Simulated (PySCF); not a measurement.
Ionisation energies (eV) were calculated with PySCF 2.14 by PBE0, LDA, UHF, in another order, as differences of total energies without spin-orbit coupling. The measured values are between term centres (NIST).

```tsv
species	measured	A	B	C
Si (x2c-QZVPPall with one added diffuse shell each of s, p, d, f type, spin-free X2C)	8.157	8.208	7.626	8.223
Cl (x2c-QZVPPall with one added diffuse shell each of s, p, d, f type, spin-free X2C)	12.974	12.936	11.746	13.186
Ti (x2c-QZVPPall with one added diffuse shell each of s, p, d, f, g type, spin-free X2C)	6.828	6.564	5.556	6.919
Ga (x2c-QZVPPall with one added diffuse shell each of s, p, d, f type, spin-free X2C)	5.931	5.983	5.530	6.046
Ge (x2c-QZVPPall with one added diffuse shell each of s, p, d, f type, spin-free X2C)	7.925	7.919	7.402	8.011
Ag (x2c-QZVPPall with one added diffuse shell each of s, p, d, f, g type, spin-free X2C)	7.576	7.628	6.355	8.256
Sn (x2c-QZVPPall with one added diffuse shell each of s, p, d, f type, spin-free X2C)	7.389	7.314	6.849	7.423
Sb (x2c-QZVPPall with one added diffuse shell each of s, p, d, f type, spin-free X2C)	9.124	9.041	8.572	9.128
```

Question: Which column is which method?

Answer: A is PBE0 (mean error -0.04 eV); B is UHF (mean error -0.78 eV); C is LDA (mean error 0.16 eV). PBE0, with a quarter of exact exchange, lies close to experiment on average. Hartree-Fock lacks the correlation of the electron removed and comes out lowest. LDA overbinds the outer electron and comes out highest.
